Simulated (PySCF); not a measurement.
# MLi cations for M along the third period

CCSD(T) with double-zeta basis sets in PySCF, for the lowest determinant that a PBE0 search found; no spin–orbit coupling. De refers to high-spin ground-configuration atoms (the charge goes to the atom of lower measured ionisation energy or higher electron affinity, which is not always the lowest computed limit).

| M | basis | reference, frozen orbitals | charged atom | state (unpaired electrons) | Re (Å) | ωe (cm⁻¹) | De (eV) |
| --- | --- | --- | --- | --- | --- | --- | --- |
| Na | aug-pcseg-1 | UHF, 1 | Na+ | doublet (σ ↑) | 3.450 | 182 | 0.85 |
| Mg | cc-pVDZ | RHF, 1 | Li+ | singlet (closed shell) | 2.939 | 266 | 0.80 |
| Al | cc-pVDZ/cc-pV(D+d)Z | UHF, 5 | Li+ | doublet (σ ↑) | 3.053 | 241 | 1.17 |
| Si | 6-31G(d,p) | UHF, 5 | Li+ | triplet (σ ↑, π ↑) | 2.768 | 286 | 0.77 |
| P | 6-31G(d,p) | UHF, 5 | Li+ | quartet (σ ↑, π ↑↑) | 2.655 | 274 | 0.42 |
| S | def2-SVP | UHF, 5 | Li+ | triplet (π ↑↑) | 2.543 | 311 | 0.85 |

The shortest bond is that of LiS⁺ (2.543 Å), the longest that of NaLi⁺ (3.450 Å). LiAl⁺ is bound most strongly (1.17 eV) and LiP⁺ least (0.42 eV).

The rows differ in basis set, which adds steps of its own.

The state changes along the series, so neighbouring rows are not always alike in their bonding.

Correlated steps freeze the inner cores (1 to 5 orbitals); shallow outer-core shells are correlated. Weak bonds: LiP⁺. Basis-set superposition, not corrected here, can be much of De in a small basis, most of all at correlated wavefunction levels. For an ion De counts to the pair picked by the measured ionisation energies or electron affinities, which need not be the lowest pair at this level. States were picked by a PBE0 search and need not be the measured ground states.
